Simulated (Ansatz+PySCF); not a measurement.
Stretching singlet HF

The H–F distance is varied.

Basis set: 6-31G (spherical functions). Charge 0, multiplicity 1.

Computed with Ansatz (development build ahead of 0.2.0) and PySCF 2.14.0, each point on the determinant that the search for low states chose. Each curve is measured from its own lowest point listed.

| r(H–F) (Å) | UHF (eV) | RHF-CCSD(T) (eV) | PBE0 (restricted) (eV) |
| --- | --- | --- | --- |
| 0.828 | 0.326 | 0.466 | 0.445 |
| 0.874 | 0.073 | 0.143 | 0.133 |
| 0.920 | 0.000 | 0.000 | 0.000 |
| 1.012 | 0.204 | 0.064 | 0.087 |
| 1.058 | 0.420 | 0.208 | 0.244 |
| 1.104 | 0.682 | 0.397 | 0.449 |
| 1.150 | 0.976 | 0.616 | 0.686 |
| 1.242 | 1.620 | 1.103 | 1.218 |
| 1.334 | 2.237 | 1.607 | 1.782 |
| 1.380 | 2.460 | 1.853 | 2.064 |
| 1.426 | 2.636 | 2.092 | 2.344 |
| 1.518 | 2.889 | 2.540 | 2.887 |
| 1.564 | 2.979 | 2.745 | 3.148 |
| 1.610 | 3.051 | 2.937 | 3.402 |
| 1.656 | 3.110 | 3.116 | 3.647 |
| 1.748 | 3.195 | 3.429 | 4.111 |
| 1.794 | 3.227 | 3.564 | 4.330 |
| 1.840 | 3.252 | 3.685 | 4.539 |
| 1.886 | 3.273 | 3.791 | 4.740 |
| 1.978 | 3.305 | 3.965 | 5.114 |
| 2.024 | 3.317 | 4.032 | 5.288 |
| 2.070 | 3.327 | 4.089 | 5.454 |
| 2.116 | 3.335 | 4.134 | 5.612 |
| 2.208 | 3.348 | 4.197 | 5.904 |
| 2.255 | 3.352 | 4.215 | 6.040 |
| 2.301 | 3.356 | 4.227 | 6.168 |

Q: Give the RHF curve at the same distances.

A:

```
r (Å)  E (eV)
0.828   0.326
0.874   0.073
0.920   0.000
1.012   0.204
1.058   0.420
1.104   0.682
1.150   0.976
1.242   1.620
1.334   2.295
1.380   2.633
1.426   2.968
1.518   3.621
1.564   3.938
1.610   4.246
1.656   4.546
1.748   5.119
1.794   5.392
1.840   5.656
1.886   5.910
1.978   6.392
2.024   6.619
2.070   6.837
2.116   7.047
2.208   7.443
2.255   7.629
2.301   7.808
```

Caution for RHF at some points, RHF-CCSD(T) at some points, PBE0 (restricted) at some points: an unrestricted determinant lies well below. Caution for UHF at some points: the unrestricted determinant is a mixture of spin states. Caution for RHF-CCSD(T) at some points: bonds are stretched, where a single reference can fail; large amplitudes, a single reference is doubtful; the amplitudes may be one of several solutions; very large amplitudes, the method is breaking down; the program doubts this total. Caution for PBE0 (restricted) at some points: charge can spread falsely over distant fragments.
